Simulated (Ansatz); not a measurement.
**C3H7NO: a ladder of functionals and wavefunction methods**

The task here is to estimate one member of a computed series from the others.

The runs use Ansatz 0.2.0, Gaussian basis; functionals in def2-TZVPP, the program's frozen cores in correlated methods.

Levels to be run: LDA (SPW92), PBE-D4, revPBE-D4, BLYP-D4, r2SCAN-D4, B97M-V, PBE0-D4, B3LYP-D4, r2SCANh-D4, r2SCAN0-D4, HSE06-D4, BHLYP-D4, CAM-B3LYP-D4, LC-ωPBE, ωB97X-V, ωB97M-V, B2PLYP, PBE-QIDH; CCSD(T)/def2-SVP; CCSD(T)/def2-TZVPP; MP2/def2-QZVPP; extrapolation to the limit; RPA on PBE.

**Structure used throughout**

The geometry comes from an earlier relaxation with PBE0-D4 in a triple-zeta def2 set; it is a stationary point, not always the lowest conformer.

12 atoms, charge 0, spin multiplicity 1.

Atoms are counted from 1 here; the program's logs count them from 0.

Bond lengths: C1–C2 1.340 Å, C1–H6 1.081 Å, C1–H7 1.078 Å, C2–N3 1.382 Å, C2–O4 1.349 Å, N3–H8 1.006 Å, N3–H9 1.008 Å, O4–C5 1.407 Å, C5–H10 1.089 Å, C5–H11 1.095 Å, C5–H12 1.094 Å. Angles: C2–C1–H6 119.7°, C2–C1–H7 122.3°, H6–C1–H7 118.0°, C1–C2–N3 125.3°, C1–C2–O4 125.8°, N3–C2–O4 108.9°, C2–N3–H8 114.1°, C2–N3–H9 113.3°, H8–N3–H9 112.8°, C2–O4–C5 117.1°, O4–C5–H10 106.3°, O4–C5–H11 111.1°, O4–C5–H12 111.1°, H10–C5–H11 109.6°, H10–C5–H12 109.5°, H11–C5–H12 109.2°.

Set-up of the first run:

File in.yaml:

```yaml
crystal:
  periodic: [false, false, false]
  atoms:
    - {symbol: C, position_ang: [-0.624493, 0.221855, -1.191786]}
    - {symbol: C, position_ang: [-0.322480, -0.520705, -0.118624]}
    - {symbol: N, position_ang: [-0.769165, -1.808052, 0.112941]}
    - {symbol: O, position_ang: [0.422148, -0.121831, 0.932918]}
    - {symbol: C, position_ang: [0.928360, 1.190118, 0.899594]}
    - {symbol: H, position_ang: [-1.221069, -0.203559, -1.985956]}
    - {symbol: H, position_ang: [-0.319631, 1.251203, -1.284322]}
    - {symbol: H, position_ang: [-1.087377, -2.287645, -0.712407]}
    - {symbol: H, position_ang: [-0.129023, -2.359308, 0.663564]}
    - {symbol: H, position_ang: [1.507413, 1.317207, 1.812662]}
    - {symbol: H, position_ang: [1.575306, 1.341387, 0.029611]}
    - {symbol: H, position_ang: [0.116912, 1.924131, 0.875805]}
basis:
  gaussian: {orbitals: def2-TZVPP}
hamiltonian: {xc: lda}
output: {orbitals: {seedname: orbitals}}
```

Run with:

```
ansatz run in.yaml --threads 4 --pin off --events-out ev --progress --plain --max-ram 10444MiB
```

Among the steps run: LDA; PBE-D4 (GGA); revPBE-D4 (GGA); BLYP-D4 (GGA); r2SCAN-D4 (meta-GGA); B97M-V (meta-GGA); PBE0-D4 (hybrid); B3LYP-D4 (hybrid); r2SCANh-D4 (hybrid); r2SCAN0-D4 (hybrid); HSE06-D4 (hybrid); BHLYP-D4 (hybrid); CAM-B3LYP-D4 (range-separated); LC-ωPBE (range-separated); ωB97X-V (range-separated); ωB97M-V (range-separated); B2PLYP (double hybrid); PBE-QIDH (double hybrid).

One table of the session follows, with a row left open; its other results are not shown here.

It belongs to the step «Frontier levels by functional». 

| functional | HOMO (eV) | LUMO (eV) | gap (eV) |
| --- | --- | --- | --- |
| LDA (SPW92) | -4.85 | 0.18 | 5.03 |
| PBE-D4 | -4.66 | 0.33 | 4.99 |
| revPBE-D4 | -4.59 | 0.39 | 4.98 |
| BLYP-D4 | -4.53 | 0.31 | 4.84 |
| r2SCAN-D4 | -4.86 | 0.86 | 5.72 |
| B97M-V | -4.92 | 0.56 | 5.48 |
| PBE0-D4 | ? | ? | ? |
| B3LYP-D4 | -5.63 | 0.84 | 6.47 |
| r2SCANh-D4 | -5.31 | 1.19 | 6.50 |
| r2SCAN0-D4 | -5.98 | 1.65 | 7.63 |
| HSE06-D4 | -5.43 | 0.83 | 6.26 |
| BHLYP-D4 | -6.90 | 1.83 | 8.72 |
| CAM-B3LYP-D4 | -7.18 | 1.98 | 9.16 |
| LC-ωPBE | -8.52 | 3.32 | 11.84 |
| ωB97X-V | -8.16 | 3.11 | 11.27 |
| ωB97M-V | -8.08 | 2.63 | 10.71 |

Estimate the missing values for PBE0-D4.

**Answer.** HOMO (eV): -5.84; LUMO (eV): 1.20; gap (eV): 7.04. In the column «HOMO (eV)» it lies between r2SCAN0-D4 (-5.98) and B3LYP-D4 (-5.63).
